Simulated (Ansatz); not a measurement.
Basis-set extrapolation for C3H7NO (`C/C=C(\N)O`) (PBE0-D4/def2-TZVP geometry, frozen core, Ansatz 0.2.0). Multiplicity 1, RHF reference.

|  | def2-TZVPP | def2-QZVPP |
| --- | --- | --- |
| HF | -247.072665 | -247.084263 |
| MP2 correlation | -0.952187 | -1.018897 |
| CCSD(T) correlation | -1.025252 | not run |

Energies in hartree. Use E(X) = E(∞) + A·exp(−7.88·√X) for Hartree–Fock and E(X) = E(∞) + B·X^(−2.97) for correlation, with X = 3 and 4, and add CCSD(T) minus MP2 of the smaller set to the MP2 limit.

**Question.** What is the CCSD(T) energy at the basis-set limit?

**Answer.** HF limit: -247.084263 + (-0.011598) × 0.13774 = -247.08586. MP2 limit: -1.018897 + (-0.066710) × 0.74074 = -1.06831. Higher-order term: -1.025252 − (-0.952187) = -0.07307. Total: -248.22724 hartree, 3.52 eV below CCSD(T)/def2-TZVPP.
